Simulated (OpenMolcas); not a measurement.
# singlet AlNH3O+ at 6 levels

Aim: a comparison of 6 runs (HF/STO-3G, HF/3-21G, B3LYP/6-31G*, BLYP/def2-SVPD, PBE0/def2-SVPD, r2SCAN/def2-SVPD) of singlet AlNH3O+. 

The results are computed with OpenMolcas 26.06.

## Step 1: The structure to begin with

AlNH3O+: 6 atoms, total charge +1, spin state singlet. As SMILES of the parent species, `[NH2][Al][OH]`. The coordinates come from a PBE0-D4/def2-TZVP relaxation. This is one conformer, not always the lowest. That shape belongs to the parent species and isn't relaxed for this state.

Bond lengths: N1–Al2 1.769 Å, Al2–O3 1.705 Å, N1–H4 1.009 Å, N1–H5 1.006 Å, O3–H6 0.956 Å. Angles: N1–Al2–O3 116.1°, Al2–N1–H4 124.1°, Al2–N1–H5 125.0°, Al2–O3–H6 122.8°, H4–N1–H5 110.9°.

## Step 2: A single-point energy at HF/STO-3G (run 1)

File struct.xyz:

```xyz
6

N     -0.923900     0.240200    -0.760800
Al     0.595200     0.601300     0.070700
O      1.194100    -0.618500     1.101200
H     -1.434300    -0.623600    -0.657200
H     -1.394700     0.861600    -1.396800
H      2.005700    -0.525100     1.596800
```

File job.input:

```
&GATEWAY
 BasLib=$CurrDir
 Coord=struct.xyz
 Basis=STO-3G
 Group=NoSym

&SEWARD

&SCF
 Charge=1
 Thresholds=1e-10 1e-07 1e-07 1e-05
 PrOrbitals=1
```

The basis set STO-3G is read from a file made from the Basis Set Exchange's data (not shown).

Run with:

```sh
$ export MOLCAS_MEM=1860
$ pymolcas job.input > job.log
```

Standard output:

```text
--- Start Module: gateway ---
[...]
--- Stop Module: gateway /rc=_RC_ALL_IS_WELL_ ---
--- Start Module: seward ---
[...]
      Basis functions           22
--- Stop Module: seward /rc=_RC_ALL_IS_WELL_ ---
[...]
--- Start Module: scf ---
[...]
       Convergence after  17 Iterations
[...]
::    Total SCF energy                               -368.1846853657
[...]
      Total spin, S                                     0.0000000000
[...]
      Total electronic charge=   30.000000
      Total            charge=    1.000000
[...]
      Dipole Moment (debye):
      Origin of the operator (angstrom)=    0.3565    0.1567    0.1401
                   X=  2.5823E+00               Y=  4.2557E+00               Z= -4.6529E-01           Total=  4.9996E+00
      Center of Charge (angstrom)
[...]
--- Stop Module: scf /rc=_RC_ALL_IS_WELL_ ---
[...]
```

It took 4.2 s on 1 thread of AMD EPYC 7R43 (Zen 3), shared host; peak memory 0.37 GiB.

## Step 3: A single-point energy at HF/3-21G (run 2)

File run.inp:

```
&gateway
 baslib=$CurrDir
 coord
 6
 angstrom
 N       -0.923900       0.240200      -0.760800
 Al       0.595200       0.601300       0.070700
 O        1.194100      -0.618500       1.101200
 H       -1.434300      -0.623600      -0.657200
 H       -1.394700       0.861600      -1.396800
 H        2.005700      -0.525100       1.596800
 basis=3-21G
 group=NoSym

&seward

&scf
 charge=1
 thresholds=1e-10 1e-07 1e-07 1e-05
 prorbitals=1 1
```

The basis set 3-21G is read from a file made from the Basis Set Exchange's data (not shown).

Run with:

```sh
$ export MOLCAS_MEM=1860
$ pymolcas run.inp > run.log
```

Standard output:

```text
--- Start Module: gateway ---
[...]
--- Stop Module: gateway /rc=_RC_ALL_IS_WELL_ ---
--- Start Module: seward ---
[...]
      Basis functions           37
--- Stop Module: seward /rc=_RC_ALL_IS_WELL_ ---
[...]
--- Start Module: scf ---
[...]
       Convergence after  20 Iterations
[...]
::    Total SCF energy                               -370.7075591921
[...]
      Total spin, S                                     0.0000000000
[...]
      Total electronic charge=   30.000000
      Total            charge=    1.000000
[...]
      Dipole Moment (debye):
      Origin of the operator (angstrom)=    0.3565    0.1567    0.1401
                   X=  2.5335E+00               Y=  5.0301E+00               Z= -8.9749E-01           Total=  5.7031E+00
      Center of Charge (angstrom)
[...]
--- Stop Module: scf /rc=_RC_ALL_IS_WELL_ ---
[...]
```

Wall time 3.9 s (1 thread of AMD EPYC 7R43 (Zen 3), shared host); peak memory 0.37 GiB.

Runs 3 to 5 aren't shown in full; the table further down has their settings and results.

## Step 4: The energy at r2SCAN/def2-SVPD (run 6)

File mol.inp:

```
* AlH3NO Kohn-Sham DFT

&GATEWAY
 BasLib=$CurrDir
 Coord
 6
 bohr
 N     -1.74591797     0.45391222    -1.43770364
 Al     1.12476499     1.13629232     0.13360364
 O      2.25652197    -1.16879561     2.08096641
 H     -2.71043418    -1.17843321    -1.24192801
 H     -2.63560103     1.62818803    -2.63956945
 H      3.79022369    -0.99229519     3.01751468
 Basis=def2-SVPD
 Group=NoSym

&SEWARD
 GridInput
 Grid=UltraFine
 End of Grid

&SCF
 Charge=1
 KSDFT=2
 1.0 MGGA_X_R2SCAN
 1.0 MGGA_C_R2SCAN
 Thresholds=1e-10 1e-07 1e-07 1e-05
 PrOrbitals=1 1
```

The basis set def2-SVPD is read from a file made from the Basis Set Exchange's data (not shown).

Run with:

```sh
$ export MOLCAS_MEM=1860
$ pymolcas mol.inp > mol.log
```

Standard output:

```text
--- Start Module: gateway ---
[...]
--- Stop Module: gateway /rc=_RC_ALL_IS_WELL_ ---
--- Start Module: seward ---
[...]
      Basis functions           91
--- Stop Module: seward /rc=_RC_ALL_IS_WELL_ ---
[...]
--- Start Module: scf ---
[...]
       Convergence after  23 Iterations
[...]
::    Total KS-DFT energy                            -373.7093063958
[...]
      Total spin, S                                     0.0000000000
[...]
      Total electronic charge=   30.000000
      Total            charge=    1.000000
[...]
      Dipole Moment (debye):
      Origin of the operator (angstrom)=    0.3565    0.1567    0.1401
                   X=  1.8274E+00               Y=  4.0245E+00               Z= -8.5172E-01           Total=  4.5013E+00
      Center of Charge (angstrom)
[...]
--- Stop Module: scf /rc=_RC_ALL_IS_WELL_ ---
[...]
```

Run time: 58 s. Hardware: 1 thread of AMD EPYC 7R43 (Zen 3), shared host; peak memory 0.5 GiB.

## Step 5: The series

```tsv
run	level	Cartesian functions	integration grid	energy (Eh)	HOMO energy (eV)	LUMO energy (eV)	HOMO–LUMO gap (eV)	wall time
1	HF/STO-3G	no	–	-368.184685	-14.18	-3.28	10.90	4.2 s
2	HF/3-21G	no	–	-370.707559	-16.26	-7.09	9.17	3.9 s
3	B3LYP/6-31G* (Cartesian functions)	yes	UltraFine	-373.958806	-12.79	-10.29	2.50	20 s
4	BLYP/def2-SVPD	no	UltraFine	-373.785211	-11.84	-10.87	0.97	36 s
5	PBE0/def2-SVPD	no	UltraFine	-373.543719	-13.33	-10.04	3.28	44 s
6	r2SCAN/def2-SVPD	no	UltraFine	-373.709306	-12.18	-10.49	1.69	58 s
```

## Step 6: What came out

| quantity | value |
| --- | --- |
| run 6: total energy | -373.70931 Eh |
| run 6: HOMO energy | -12.18 eV |
| run 6: LUMO energy | -10.49 eV |
| run 6: HOMO–LUMO gap | 1.69 eV |

In words: The HOMO–LUMO gap runs from 0.97 eV (BLYP/def2-SVPD) to 10.90 eV (HF/STO-3G). The two ends differ in method and basis. Totals of different functionals can't be ranked against each other. In run 1 the basis is minimal, so the values are rough. All runs together took 2.8 min, the longest 58 s.
